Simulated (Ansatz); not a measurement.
A run of Ansatz (development build ahead of 0.2.0) on doublet PO at this shape:

```xyz
2

P     0.0000    0.0000    0.0000
O     0.0000    0.0000    1.7760
```

Its results:

```yaml
Converged: yes
Total_energy: -416.09666 hartree
Spin_squared_of_the_determinant: 0.938
Stability_test: minimum
```

Forces (eV/Å):
| atom | Fx | Fy | Fz |
| --- | --- | --- | --- |
| P1 | 0.000 | 0.000 | 7.442 |
| O2 | 0.000 | 0.000 | -7.442 |

Problem. Which input gives this output? Name the method, the orbitals and the basis set, and write the input.

Solution. PBE0 (unrestricted) in def2-SVP.

```yaml
crystal:
  periodic: [false, false, false]
  atoms:
    - { symbol: P, position_ang: [0.0, 0.0, 0.0] }
    - { symbol: O, position_ang: [0.0, 0.0, 1.776] }
basis:
  gaussian: { orbitals: def2-SVP }
magnetization:
  spin_polarized: true
  initial_magnetization: 1
hamiltonian:
  xc: pbe0
output:
  forces: true
```

Caution: the unrestricted determinant is spin contaminated.
